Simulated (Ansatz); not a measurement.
## Bulk modulus B0 of antifluorite Mg2Sn at several levels of theory

No measured value is used here.

| level (code) | value (GPa) | cell (Å³/atom) |
|---|---|---|
| LDA (Ansatz) | 46.8 | 24.65 |
| BLYP (Ansatz) | … | 27.18 |
| PBE (Ansatz) | 40.4 | 26.38 |
| PBEsol+SOC (Ansatz) | 43.3 | 25.57 |
| revPBE (Ansatz) | 38.4 | 27.01 |
| HSE06 (Ansatz) | 45.4 | 25.81 |
| Hartree–Fock (Ansatz) | … | 27.23 |

### Question
Complete the blanks.

### Answer

- BLYP (Ansatz, a quantum-chemistry and plane-wave program), value (GPa): 36.0
- Hartree–Fock (Ansatz), value (GPa): 44.7

Each level is taken at its own relaxed cell. Cutoffs and k meshes differ between the levels. Ansatz's density-functional and Hartree–Fock values are scalar-relativistic unless marked +SOC, with PAW data made under PBE.
